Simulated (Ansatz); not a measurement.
Input file:

```yaml
crystal:
  periodic: [false, false, false]
  atoms:
    - {symbol: Ge, position_ang: [0.000000, -0.088448, 0.283117]}
    - {symbol: N, position_ang: [0.000000, 0.373533, -1.366190]}
    - {symbol: H, position_ang: [0.000000, 1.419768, 0.757148]}
    - {symbol: H, position_ang: [0.000000, -0.236230, -2.175657]}
basis:
  gaussian: {orbitals: cc-pVDZ}
magnetization: {spin_polarized: true, initial_magnetization: 1}
correlation: {method: ccsd_t, electrons: outside_noble_gas}
```

```sh
$ ansatz run in.yaml --threads 1 --pin off --events-out ev --progress --plain --max-ram 2393MiB
```

(1) Roughly how long does this take on 1 thread of Arm Neoverse V2, shared host, and how much host memory?

```
551 factors; integrals over basis functions are off by at most 1.1e-3 eV
mean field evaluation 1: about -57979.4386 eV, gradient 2.7e1 eV
mean field evaluation 2: about -57979.4414 eV, gradient 2.7e1 eV
mean field evaluation 4: about -57983.4471 eV, gradient 2.7e0 eV
mean field evaluation 8: about -57983.9301 eV, gradient 5.9e-1 eV
mean field evaluation 16: about -57979.4422 eV, gradient 2.7e1 eV
mean field evaluation 32: about -57983.9562 eV, gradient 2.2e-3 eV
mean field evaluation 64: about -57983.9562 eV, gradient 5.1e-2 eV
mean field evaluation 96: about -57983.1202 eV, gradient 6.2e-1 eV
mean field evaluation 128: about -57981.1795 eV, gradient 1.3e1 eV
mean field evaluation 160: about -57981.2853 eV, gradient 4.5e-2 eV
mean field evaluation 192: about -57982.9988 eV, gradient 4.4e0 eV
mean field evaluation 224: about -57983.3343 eV, gradient 8.4e-1 eV
mean field evaluation 256: about -57979.7856 eV, gradient 2.9e0 eV
mean field evaluation 288: about -57978.4112 eV, gradient 3.5e-2 eV
mean field evaluation 320: about -57980.2548 eV, gradient 2.8e-3 eV
mean field evaluation 352: about -57977.0582 eV, gradient 3.1e-1 eV
mean field evaluation 384: about -57982.9929 eV, gradient 4.5e0 eV
mean field evaluation 416: about -57981.2854 eV, gradient 1.3e-2 eV
mean field evaluation 448: about -57980.4829 eV, gradient 1.0e1 eV
mean field -57983.95620905 eV, -2130.8710877454 hartree, gradient 3.0e-6 eV, S^2 0.822432; 13 other end points of the search recorded, 0 dependent functions left out
determinant -57983.95620905 eV, -2130.8710877454 hartree, with singles and doubles -57991.11999233 eV, -2131.1343519251 hartree
determinant -57983.38431794 eV, -2130.8500711348 hartree, with singles and doubles -57991.00228843 eV, -2131.1300263866 hartree
determinant -57983.38236708 eV, -2130.8499994419 hartree, with singles and doubles -57991.03989944 eV, -2131.1314085659 hartree
determinant -57983.12529069 eV, -2130.8405520589 hartree, with singles and doubles -57989.67364416 eV, -2131.0811996102 hartree
determinant -57981.58251001 eV, -2130.7838559146 hartree, with singles and doubles -57988.04152922 eV, -2131.0212204925 hartree
determinant -57981.28539920 eV, -2130.7729372937 hartree, with singles and doubles -57987.66282409 eV, -2131.0073033358 hartree
determinant -57981.04159583 eV, -2130.7639776851 hartree, with singles and doubles -57987.84928614 eV, -2131.0141556898 hartree
determinant -57983.95620905 eV, -2130.8710877454 hartree, with singles and doubles -57991.13533873 eV, -2131.1349158950 hartree
determinant -57983.38431794 eV, -2130.8500711348 hartree, with singles and doubles -57991.04668171 eV, -2131.1316578098 hartree
determinant -57983.38236708 eV, -2130.8499994419 hartree, with singles and doubles -57991.06690998 eV, -2131.1324011847 hartree
15 core orbitals not correlated: weight in the atoms' cores, before any rotation towards them, 0.995 or more for the frozen orbitals, at most 0.005 for the correlated occupied ones
reference -57983.95620905 eV, -2130.8710877454 hartree; 6, 5 occupied and 30, 31 virtual orbitals, 551 factors
second order -6.14236380 eV of doubles, -0.00000000 eV of singles
cycle   1  -7.17913259 eV  change   -2.9e-6 eV  update   4.2e-6
perturbative correction -0.28248054 eV, -0.0103809683 hartree
Total energy: -57991.41782217 eV, -2131.1452969701 hartree
```

For the same geometry and basis RCCSDT(Q) lies 105.7 meV lower.

## Answers

(1) 9 s wall and 0.12 GiB.
